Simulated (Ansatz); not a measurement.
Ideal-gas functions of H$_{2}$P radical at 400 K and 1 bar, from an Ansatz frequency run at PBE0-D4/def2-TZVP.

Molar mass 32.99 g/mol, point group C2v (symmetry number 2), electronic degeneracy 2, moments of inertia 1.869, 2.097, 3.966 u Å². Harmonic wavenumbers (cm⁻¹, unscaled): 1119, 2392, 2403.

Use S(trans) = R[1.5 ln M + 2.5 ln T − 1.1517]; rotational temperatures θ = 24.2544 K / I; S(rot) = R[ln(√π/σ · √(T³/θAθBθC)) + 1.5]; for each mode x = 1.438777 ν̃/T, S = R[x/(eˣ − 1) − ln(1 − e⁻ˣ)] and H = RT x/(eˣ − 1); 1 cm⁻¹ = 0.0119627 kJ/mol; R = 8.31446 J/(mol·K).

Q: By hand: the entropy, in J/(mol·K).

A: Translation 158.6. Rotation: θ = 12.9772, 11.5662, 6.1156 K, giving 57.8. Vibration, mode by mode: 0.76, 0.01, 0.01, in all 0.8. Electronic 5.8. Sum 223.0 J/(mol·K).

Q: By hand: H − E and G − E in kJ/mol, counted from the electronic energy.

A: Zero-point energy ½ × 5914 × 0.0119627 = 35.4; thermal vibration 0.3; translation, rotation and pV give 4 RT = 13.3. H − E = 49.0 kJ/mol, and G − E = 49.0 − 400 × 223.0/1000 = -40.2 kJ/mol.

Vibration gives 0 % of the entropy; all modes have x over 3 and are hardly excited.
